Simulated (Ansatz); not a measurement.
AlGeH4 (H-bridged), doublet in cc-pVDZ: errors against UCCSDT(Q)

Geometry: displaced at random from a stationary point.

```xyz
6

Ge    0.0446    0.0005    0.7828
Al   -0.1202    0.0089   -1.8687
H    -1.1696   -0.0235   -0.5220
H     1.1655   -0.0788   -0.5038
H    -0.0636   -1.5006   -2.6927
H     0.0700    1.3251   -2.6737
```

Basis cc-pVDZ; Ansatz 0.2.0. Correlated methods freeze the noble-gas cores and the filled d shells of p-block atoms, which leaves 11 electrons in 46 orbitals. Prefix R: restricted or restricted open-shell reference; prefix U: unrestricted. No spin–orbit coupling is included, and no scalar relativity.

Full CI isn't at hand for all of this; UCCSDT(Q) serves as the reference, and is uncertain by about the last step of the cluster series.

```
UHF ⟨S²⟩                          : 0.766
T1 diagnostic (RCCSD)             : 0.0177
largest doubles amplitude (RCCSD) : 0.038
T1 diagnostic (UCCSD)             : 0.0157
```

From what is known of these methods and the diagnostics, rank them by the size of their error in total energy against UCCSDT(Q) in cc-pVDZ, smallest first (an estimate: the text doesn't fix the numbers).
A. UCCSD
B. UCCSDT
C. UHF
D. UMP2
E. UCCSD(T)

B (0.5 kJ/mol), E (3.5 kJ/mol), A (16.4 kJ/mol), D (128.1 kJ/mol), C (535.5 kJ/mol).

All errors are against UCCSDT(Q) in cc-pVDZ. Within each family the higher level lies nearer, as is usual though not guaranteed.
